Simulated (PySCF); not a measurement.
**Dipole moment and polarisability across levels of theory**

Compound: BH₅SSi.
SMILES: `BS[SiH3]`

PySCF, dipoles from the SCF density, polarisabilities from static response with core orbitals frozen. One conformer (not necessarily the lowest) at the PBE0-D3(BJ)/def2-SVP geometry, without solvent, vibrations or thermal averaging.

The anisotropy is √(½[(α1 − α2)² + (α2 − α3)² + (α3 − α1)²]).

```json
{"level": "LDA/def2-SVPD", "μ (D)": "1.159", "α (Å³)": "10.19", "anisotropy (Å³)": "4.10"}
{"level": "PBE/def2-SVPD", "μ (D)": "1.105", "α (Å³)": "9.98", "anisotropy (Å³)": "3.99"}
{"level": "B3LYP/def2-SVPD", "μ (D)": "1.096", "α (Å³)": "9.71", "anisotropy (Å³)": "3.72"}
{"level": "PBE0/def2-SVPD", "μ (D)": "1.118", "α (Å³)": "9.63", "anisotropy (Å³)": "3.69"}
{"level": "BHandHLYP/def2-SVPD", "μ (D)": "1.120", "α (Å³)": "9.36", "anisotropy (Å³)": "3.42"}
{"level": "CAM-B3LYP/def2-SVPD", "μ (D)": "1.139", "α (Å³)": "9.57", "anisotropy (Å³)": "3.55"}
{"level": "wB97X-D/def2-SVPD", "μ (D)": "1.146", "α (Å³)": "9.53", "anisotropy (Å³)": "3.51"}
{"level": "LC-wPBE/def2-SVPD", "μ (D)": "1.182", "α (Å³)": "9.32", "anisotropy (Å³)": "3.40"}
{"level": "HF/def2-SVPD", "μ (D)": "1.166", "α (Å³)": "8.98", "anisotropy (Å³)": "3.01"}
{"level": "PBE0/6-31G*", "μ (D)": "1.321", "α (Å³)": "7.73", "anisotropy (Å³)": "4.23"}
{"level": "PBE0/6-31+G*", "μ (D)": "1.287", "α (Å³)": "8.57", "anisotropy (Å³)": "3.85"}
{"level": "PBE0/def2-SVP", "μ (D)": "1.185", "α (Å³)": "8.07", "anisotropy (Å³)": "4.10"}
{"level": "PBE0/aug-cc-pVDZ", "μ (D)": "1.092", "α (Å³)": "9.73", "anisotropy (Å³)": "3.76"}
{"level": "PBE0/def2-TZVP", "μ (D)": "1.020", "α (Å³)": "9.13", "anisotropy (Å³)": "3.87"}
{"level": "PBE0/def2-TZVPD", "μ (D)": "1.018", "α (Å³)": "9.72", "anisotropy (Å³)": "3.75"}
{"level": "PBE0/aug-cc-pVTZ", "μ (D)": "1.045", "α (Å³)": "9.75", "anisotropy (Å³)": "3.75"}
```

The dipole runs from 1.02 D (PBE0/def2-TZVPD) to 1.32 D (PBE0/6-31G*). No reference polarisability is at hand; against PBE0 in the largest diffuse basis at hand (aug-cc-pVTZ) the other PBE0 rows deviate by 6-31G* -21%, 6-31+G* -12%, def2-SVP -17%, def2-SVPD -1%, aug-cc-pVDZ 0%, def2-TZVP -6%, def2-TZVPD 0%. In one basis (def2-SVPD) the functionals order the polarisability from HF (lowest) to LDA (highest), a spread of 13%. With PBE0 the polarisability is 8.31 Å³ without diffuse functions (mean of 6-31G*, def2-SVP and def2-TZVP) and 9.48 Å³ with them (mean of 6-31+G*, def2-SVPD, aug-cc-pVDZ, def2-TZVPD and aug-cc-pVTZ).
